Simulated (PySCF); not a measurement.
Gas-phase reaction: 2 SiOCl2 + Cl2 → 2 SiCl3 + 2 O

Energies from PySCF (xtb for GFN2), thermal terms from the rigid-rotor harmonic-oscillator model, ideal gas at 1 bar. † marks an energy on the PBE0/def2-TZVP geometry and frequencies; other levels use their own. MP2 freezes the core. Open shells (unrestricted): SiCl3 (multiplicity 2), O (multiplicity 3); the rest are closed-shell singlets. GFN2 has no spin-polarisation term. Spin-orbit splitting is ignored; it lowers the true energy and changes the entropy of O. SiOCl2: computed as isolated molecules; such fragments, hydroxides, amides, oligomers or adducts are transient or little studied in the gas. MP2 isn't extrapolated to the basis-set limit.

```json
[
 {"level": "BLYP/def2-TZVP†", "ΔH°(298 K), kJ": "808"},
 {"level": "GFN2-xTB", "ΔH°(298 K), kJ": "[?]"},
 {"level": "MP2/def2-SVP†", "ΔH°(298 K), kJ": "[?]"},
 {"level": "PBE0/def2-SVP†", "ΔH°(298 K), kJ": "635"},
 {"level": "ωB97X-V/def2-TZVP†", "ΔH°(298 K), kJ": "738"}
]
```

**Question.** Fill in the missing entries.

**Answer.** 
- GFN2-xTB, ΔH°(298 K), kJ: 1834
- MP2/def2-SVP†, ΔH°(298 K), kJ: 681
